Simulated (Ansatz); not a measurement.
A calculation on zinc-blende GaN (metastable phase) returned lattice constant a 4.487 Å, bulk modulus 204 GPa, cohesive energy 4.40 eV/atom, band gap 2.93 eV.

For reference: lattice constant a 4.5 Å (measured, 300 K, no zero-point or thermal correction; as tabulated in Vurgaftman et al. (2001), doi:10.1063/1.1368156); band gap 3.48 eV (measured, zero-point renormalisation of 0.176 eV (computed, arXiv:2011.12765) added back here; inputs from Vurgaftman et al. (2001), doi:10.1063/1.1368156).

Which level of theory produced these numbers?
A) r²SCAN (Ansatz (an electronic-structure program))
B) RPBE (Ansatz)
C) r²SCANh (Ansatz)
D) revPBE (Ansatz)

C, r²SCANh (Ansatz)

The others give: r²SCAN 4.498 Å, 196 GPa, 4.46 eV/atom, 2.17 eV; revPBE 4.574 Å, 164 GPa, 4.00 eV/atom, 1.46 eV; RPBE 4.584 Å, 161 GPa, 3.94 eV/atom, 1.43 eV.

Unless a cell is named, each level is at its own relaxed cell (r²SCAN 11.37, r²SCANh 11.29, revPBE 11.96, RPBE 12.04 Å³/atom).

Spin–orbit coupling is included only where a level's name says +SOC; with heavier elements it mostly lowers gaps and can invert bands. Density-functional gaps are differences of (generalised) Kohn–Sham levels.

Ansatz's density-functional and Hartree–Fock values are scalar-relativistic unless marked +SOC, with PAW data made under PBE.
